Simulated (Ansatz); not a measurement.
The input, for Ansatz 0.2.0:

```yaml
crystal:
  periodic: [false, false, false]
  atoms:
    - {symbol: Zr, position_ang: [-0.035638, 0.000000, 0.000000]}
    - {symbol: H, position_ang: [1.612724, 0.000000, -1.076604]}
    - {symbol: H, position_ang: [1.612724, 0.000000, 1.076604]}
basis:
  gaussian: {orbitals: def2-TZVP}
magnetization: {spin_polarized: true, initial_magnetization: 5}
correlation: {method: ccsd_t, electrons: outside_noble_gas}
accuracy: high
scf: {lower_state_search: off}
output: {forces: true}
```

```sh
$ ansatz run in.yaml --threads 1 --pin off --events-out ev --progress --plain --max-ram 2393MiB
```

Q: What does the program do with this input?

A: Refused. The input was made wrong on purpose (multiplicity of wrong parity), so the run isn't a sound calculation of what was asked.
```
Error: a molecule whose nuclei and cores have a total charge of 14 cannot have a net charge of 0 together with 5 unpaired electrons
```
